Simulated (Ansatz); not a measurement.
# SiH4O2 (SMILES O[SiH2]O): functionals against CCSD(T) at one geometry

One table from this session's results is given with a row withheld; the runs are named, their logs left out.

Method: single points in def2-TZVPP; program: Ansatz 0.2.0, Gaussian basis.

Correlated methods freeze the cores.

### Where the work starts

SMILES `O[SiH2]O`, 7 atoms, charge 0, spin multiplicity 1.

Atoms are counted from 1 here; the program's logs count them from 0.

Bond lengths: O1–Si2 1.569 Å, O1–H4 1.072 Å, Si2–O3 1.759 Å, Si2–H5 1.433 Å, Si2–H6 1.332 Å, O3–H7 0.942 Å. Angles: Si2–O1–H4 120.0°, O1–Si2–O3 109.6°, O1–Si2–H5 110.5°, O1–Si2–H6 104.5°, O3–Si2–H5 88.6°, O3–Si2–H6 116.3°, H5–Si2–H6 126.4°, Si2–O3–H7 116.2°.

Geometry (Å):

```csv
atom,x (Å),y (Å),z (Å)
O1,-1.3776,-0.0745,0.2839
Si2,0.0744,0.4959,0.1134
O3,1.1653,-0.7999,-0.3602
H4,-1.8345,-0.6257,-0.5140
H5,0.2408,1.0639,-1.1915
H6,0.3360,1.0923,1.2753
H7,1.3591,-1.4433,0.2999
```

The first run:

run/in.yaml reads:

```yaml
crystal:
  periodic: [false, false, false]
  atoms:
    - {symbol: O, position_ang: [-1.377600, -0.074500, 0.283900]}
    - {symbol: Si, position_ang: [0.074400, 0.495900, 0.113400]}
    - {symbol: O, position_ang: [1.165300, -0.799900, -0.360200]}
    - {symbol: H, position_ang: [-1.834500, -0.625700, -0.514000]}
    - {symbol: H, position_ang: [0.240800, 1.063900, -1.191500]}
    - {symbol: H, position_ang: [0.336000, 1.092300, 1.275300]}
    - {symbol: H, position_ang: [1.359100, -1.443300, 0.299900]}
basis:
  gaussian: {orbitals: def2-TZVPP}
correlation: {method: ccsd_t}
output: {forces: true}
```

The command line of these runs was not kept.

Steps of the session up to this table: CCSD(T)/def2-TZVPP; PBE0-D4/def2-TZVPP; wB97M-V/def2-TZVPP; r2SCAN-D4/def2-TZVPP; PBE-D4/def2-TZVPP; B97M-V/def2-TZVPP; CAM-B3LYP-D4/def2-TZVPP.

One table of the session follows, with a row left open; its other results are not shown here.

```
      method  RMS force component (eV/Å)  angle to CCSD(T) forces (°)  dipole (D)
     CCSD(T)                       2.403                    reference        1.09
     PBE0-D4                       2.397                          2.1        1.10
     wB97M-V                           ?                            ?           ?
   r2SCAN-D4                       2.363                          1.7        1.12
      PBE-D4                       2.333                          5.7        1.10
      B97M-V                       2.350                          3.2        1.18
CAM-B3LYP-D4                       2.360                          2.5        1.10
```

Estimate the missing values for wB97M-V.

As computed: RMS force component (eV/Å): 2.361; angle to CCSD(T) forces (°): 1.2; dipole (D): 1.12. In the column «RMS force component (eV/Å)» it lies between CAM-B3LYP-D4 (2.360) and r2SCAN-D4 (2.363).
